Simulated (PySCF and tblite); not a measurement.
Results of a calculation; reference values are marked as such.
C3H8S, numbered as in [CH3:1][CH2:2][S:3][CH3:4].

The ensemble was built from 90 distance-geometry starts (ETKDG and KDG, MMFF94s, GFN2-xTB) and rests on PBE0-D3(BJ)/def2-SVP geometries. Weights use PBE0-D3(BJ)/def2-TZVP energies plus GFN2-xTB zero-point and thermal terms (modes under about 100 cm⁻¹ blended into free rotors). Symmetry numbers and mirror images are counted. Conformers within 4 kcal/mol (GFN2-xTB free energy) were kept, 5 at most. GIAO shieldings: PBE0/pcSseg-1. Shifts are against TMS (¹H), TMS (¹³C) at the same level. Codes: tblite and PySCF.

List the conformer-averaged shifts at 298.15 K.

¹H: 2.23 (H2, 2H), 1.92 (H4, 3H), 1.18 (H1, 3H) ppm. ¹³C: 33.5 (C2), 18.9 (C4), 15.0 (C1) ppm.

How do the conformers differ?

Torsions listed: C1–C2–S3–C4. Of a mirror pair one member is shown.
```tsv
conformer	shape	weight %
1	-70°	65.1
2	180°	34.9
```

```tsv
signal	1	2	average
H1	1.16	1.21	1.18
H2	2.22	2.25	2.23
H4	1.91	1.93	1.92
C1	15.3	14.4	15.0
C2	32.6	35.1	33.5
C4	17.8	21.0	18.9
```

Shifts are unscaled: against experiment ¹³C can be off by 15 ppm or more and ¹H by 0.8 ppm.
